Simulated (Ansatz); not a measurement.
## Relaxing barium (bcc)

These are results of DFT, PBEsol, plane waves (420 eV) with PAW, scalar-relativistic in Ansatz 0.2.0, not measurements. (PAW data from PBE, frozen cores regenerated.)

k-point mesh 9×9×9, Fermi-Dirac smearing 0.1 eV, no spin polarisation. Cell and atoms relax.

Starting structure:

```yaml
crystal:
  lattice:
    - [-2.5, 2.5, 2.5]
    - [2.5, -2.5, 2.5]
    - [2.5, 2.5, -2.5]
  atoms:
    - { symbol: Ba, position: [0.0, 0.0, 0.0] }
hamiltonian:
  xc: pbesol
  pseudopotentials:
    kind: paw
    azcp:
      Ba: "pseudopotentials/Ba.paw.azcp"
basis:
  ecutwfc: 420
  fft_grid_basis: typed
kpoints:
  mp_grid: { grid: [9, 9, 9], shift: [0, 0, 0] }
magnetization:
  spin_polarized: false
scf:
  occupations: { method: fermi_dirac, width: 0.1 }
relax:
  max_steps: 60
  f_tol: 0.01
  cell: {}
```

Question: The pressure at the start is -0.6 GPa. By how much does the volume change?

Answer: From 62.50 to 58.01 Å³ per atom, -7.2 %. The final cell has a = 4.877 Å.

Question: How much energy does the relaxation gain?

Answer: 8.1 meV per atom.
